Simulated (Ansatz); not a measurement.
C3H6FNO, SMILES `NC/C(O)=C\F`. Total charge 0; spin multiplicity 1. All single points use the PBE0-D4/def2-TZVP geometry. It is one conformer, not always the lowest.

```xyz
12

N    -1.567    0.472   -0.465
C    -0.129    0.703   -0.355
C     0.457   -0.389    0.494
O    -0.344   -0.810    1.498
C     1.667   -0.907    0.323
F     2.476   -0.447   -0.655
H    -2.069    1.326   -0.657
H    -1.779   -0.189   -1.202
H     0.399    0.764   -1.310
H     0.013    1.659    0.160
H    -1.231   -0.499    1.237
H     2.107   -1.684    0.932
```

Problem. What is the dipole moment at B3LYP/def2-TZVPP? (Best estimate.)

Solution. Computed: 3.10 D, with components (-2.27, 1.45, -1.54) D in this frame, pointing from negative to positive charge.

Problem. And with PBE, r2SCAN, ωB97M-V? (An estimate is asked.)

Solution. Computed: PBE 3.07 D, r2SCAN 3.11 D, ωB97M-V 3.11 D.

Problem. Give the Mulliken charges with B3LYP, ωB97M-V, r2SCAN in def2-TZVPP. (An estimate is asked.)

Solution. The calculation gave: 
| atom | B3LYP | ωB97M-V | r2SCAN |
| --- | --- | --- | --- |
| N1 | -0.37 | -0.32 | -0.40 |
| C2 | -0.06 | -0.12 | 0.05 |
| C3 | 0.14 | 0.14 | 0.13 |
| O4 | -0.32 | -0.31 | -0.35 |
| C5 | 0.03 | 0.03 | 0.03 |
| F6 | -0.23 | -0.22 | -0.22 |
| H7 | 0.15 | 0.13 | 0.16 |
| H8 | 0.15 | 0.13 | 0.16 |
| H9 | 0.10 | 0.12 | 0.07 |
| H10 | 0.10 | 0.12 | 0.06 |
| H11 | 0.21 | 0.20 | 0.22 |
| H12 | 0.11 | 0.10 | 0.10 |

B3LYP here is the variant with VWN-RPA as its local correlation; programs differ in this.
